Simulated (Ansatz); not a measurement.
A made-up structure of CH3BN (charge +1), singlet:

B1  (-0.852, 0.293, -0.739)
C2  (1.134, -0.390, 0.983)
N3  (0.302, -0.104, 0.261)
H4  (-1.306, -0.592, -1.380)
H5  (-1.152, 1.437, -0.751)
H6  (1.908, -0.657, 1.656)
(Å)

It is relaxed with PBE-D4/def2-SVP and then PBE0-D4/def2-TZVP (Ansatz 0.2.0). Atoms count as bonded within 1.22 times the sum of their covalent radii (H–H: 0.88 Å). The end point is not checked to be a true minimum.

Does its bonding change? (A judgement: the text doesn't fix the answer.)

Computed: No: no bond forms or breaks.

Where it ends: The first stage lowers the energy by 0.15 eV in 6 steps. It ends as CH₃BN ([BH2][N][CH]), total charge +1:
B1  (-0.826, 0.284, -0.716)
C2  (1.095, -0.377, 0.950)
N3  (0.263, -0.090, 0.228)
H4  (-1.268, -0.610, -1.349)
H5  (-1.114, 1.430, -0.717)
H6  (1.885, -0.649, 1.635)
(Å)

Labels in which every atom is bracketed show which atoms are joined, not bond orders.

For scale, one of the runs: PBE0-D4/def2-TZVP relaxation, 111 basis functions, launched by `ansatz run in.yaml --threads 2 --pin off --events-out ev --progress --plain --max-ram 4352MiB`. The run took about 3.9 s on 2 CPU threads of an INTEL XEON PLATINUM 8581C (shared host).
